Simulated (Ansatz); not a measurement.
**B2H2 (triplet): a spread of methods, bases and active spaces at distance B1–H3 = 4.168 Å**

Computed with Ansatz 0.2.0, Gaussian basis. Level: the settings change from run to run.

### Step 1. The system

The geometry derives from a PBE0/def2-TZVP stationary point (not a proven minimum). One bond is set to the value named and the two fragments are kept rigid.

4 atoms, charge 0, spin multiplicity 3.

Atoms are counted from 1 here; the program's logs count them from 0.

Bond lengths: B1–B2 1.585 Å, B1–H4 1.197 Å. Angles: B2–B1–H4 118.9°.

As a file:

```
B     0.0000   -0.1109    0.6144
B     0.0000   -0.1109   -0.9707
H     0.0000    3.5382    2.6285
H     0.0000   -1.1588    1.1928
```

### Step 2. MRCISD+Q(relaxed)(10,8)/STO-3G

File in.yaml:

```yaml
crystal:
  periodic: [false, false, false]
  atoms:
    - {symbol: B, position_ang: [0.000000, -0.110918, 0.614408]}
    - {symbol: B, position_ang: [0.000000, -0.110918, -0.970674]}
    - {symbol: H, position_ang: [0.000000, 3.538154, 2.628483]}
    - {symbol: H, position_ang: [0.000000, -1.158786, 1.192770]}
basis:
  gaussian: {orbitals: STO-3G}
magnetization: {spin_polarized: false, initial_magnetization: 2}
correlation: {method: fic_mrcisd_q_relaxed, electrons: all, active_space: {window: {electrons: 10, orbitals: 8}}}
```

Run with:

```sh
> ansatz run in.yaml --threads 1 --pin off --events-out ev --progress --plain --max-ram 2393MiB
```

**Question.** How long does this run take on 1 thread of Intel Xeon 6975P-C, shared host, and how much memory does it need?

About 8.5 s, with a peak of 0.28 GiB.
